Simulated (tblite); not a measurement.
Vinylene carbonate, C3H2O3.
Atom-mapped SMILES: `[O:1]=[c:2]1[o:3][cH:4][cH:5][o:6]1` (hydrogens: H7 on C4; H8 on C5)

Computed with GFN2-xTB (tblite), gas phase: Langevin dynamics at 400 K from the optimised GFN2-xTB geometry, time step 0.5 fs, friction 0.01 fs⁻¹, 2000 steps. The instantaneous temperature is 2·E(kin)/(3Nk) with all 3N coordinates.

```csv
t (fs),T (K),E(pot) above start (eV),O1=C2 (Å),C2–O3 (Å),O3–C4 (Å),C4–C5 (Å),C5–O6 (Å),C4–H7 (Å)
0,312,0.000,1.186,1.357,1.365,1.335,1.365,1.069
25,188,0.181,1.198,1.300,1.350,1.360,1.346,1.087
50,277,0.385,1.168,1.407,1.326,1.404,1.376,1.078
75,255,0.318,1.216,1.380,1.383,1.334,1.343,1.085
100,360,0.332,1.151,1.334,1.380,1.301,1.357,1.029
125,382,0.201,1.172,1.365,1.377,1.326,1.354,1.088
150,247,0.348,1.225,1.357,1.364,1.368,1.363,1.117
175,310,0.267,1.159,1.374,1.346,1.362,1.380,1.020
200,294,0.291,1.188,1.344,1.380,1.300,1.338,1.126
225,339,0.255,1.193,1.342,1.380,1.302,1.338,1.027
250,425,0.292,1.155,1.425,1.366,1.324,1.381,1.135
275,326,0.220,1.214,1.340,1.398,1.359,1.359,1.063
300,369,0.198,1.183,1.327,1.422,1.367,1.342,1.082
325,264,0.206,1.187,1.410,1.367,1.365,1.347,1.094
350,208,0.297,1.219,1.375,1.329,1.342,1.381,1.031
375,254,0.272,1.148,1.319,1.377,1.318,1.379,1.102
400,485,0.438,1.219,1.357,1.344,1.336,1.397,1.057
425,537,0.251,1.195,1.375,1.328,1.352,1.439,1.097
450,398,0.231,1.154,1.327,1.323,1.358,1.352,1.077
475,325,0.327,1.216,1.363,1.387,1.323,1.354,1.068
500,365,0.229,1.150,1.373,1.384,1.309,1.363,1.050
525,282,0.352,1.212,1.334,1.385,1.318,1.388,1.102
550,315,0.525,1.163,1.400,1.341,1.397,1.361,1.065
575,351,0.439,1.203,1.348,1.345,1.401,1.321,1.071
600,578,0.156,1.200,1.331,1.345,1.351,1.329,1.096
625,314,0.277,1.169,1.397,1.367,1.275,1.356,1.065
650,368,0.165,1.195,1.332,1.396,1.306,1.352,1.039
675,264,0.334,1.200,1.317,1.353,1.361,1.428,1.133
700,282,0.424,1.152,1.363,1.396,1.381,1.441,1.032
725,307,0.269,1.211,1.379,1.393,1.370,1.383,1.111
750,438,0.285,1.165,1.328,1.337,1.342,1.338,1.059
775,262,0.304,1.200,1.383,1.334,1.334,1.299,1.068
800,308,0.223,1.187,1.421,1.343,1.331,1.343,1.089
825,273,0.260,1.164,1.306,1.353,1.347,1.369,1.047
850,303,0.291,1.229,1.352,1.396,1.339,1.403,1.110
875,171,0.296,1.151,1.402,1.416,1.362,1.412,1.025
900,346,0.229,1.194,1.304,1.390,1.346,1.352,1.124
925,363,0.228,1.197,1.427,1.371,1.325,1.319,1.061
950,318,0.234,1.178,1.419,1.342,1.337,1.339,1.072
975,283,0.259,1.197,1.334,1.328,1.349,1.340,1.105
1000,442,0.137,1.170,1.367,1.356,1.356,1.371,1.032
```

Q: From 500 fs on, how do temperature and potential energy compare with equipartition?

A: The mean temperature of these 21 frames is 330 K against the target 400 K, and the mean potential energy 0.28 eV against 18 × kT/2 = 0.31 eV for 18 classical harmonic modes. For 8 atoms in a canonical ensemble the temperature itself scatters by T·√(2/(3N)) = 115 K; here its standard deviation is 81 K. The whole run lasts only 10 friction times of 100 fs, so these averages carry a wide statistical error.

Q: What are the kinetic and total energies of the listed frame with the highest potential energy?

A: The one at 550 fs, 0.525 eV above the start. Its kinetic energy is 3NkT/2 = 0.326 eV at 315 K, so the sum is 0.85 eV; over the listed frames the sum runs from 0.32 to 0.94 eV, since the thermostat adds and removes energy.

Q: How much do the listed bonds fluctuate from 500 fs on?

A: 
| bond | at the start (Å) | mean (Å) | standard deviation (Å) |
| --- | --- | --- | --- |
| O1=C2 | 1.186 | 1.185 | 0.022 |
| C2–O3 | 1.357 | 1.363 | 0.038 |
| O3–C4 | 1.365 | 1.365 | 0.025 |
| C4–C5 | 1.335 | 1.345 | 0.029 |
| C5–O6 | 1.365 | 1.362 | 0.036 |
| C4–H7 | 1.069 | 1.074 | 0.031 |

The motion is classical and holds no zero-point motion.

The cost below is that of the whole dynamics run. On Arm Neoverse V1, one thread, shared host with 32 logical CPUs at a one-minute load of 21, this took 6.2 s and 0.18 GiB of memory at its peak.
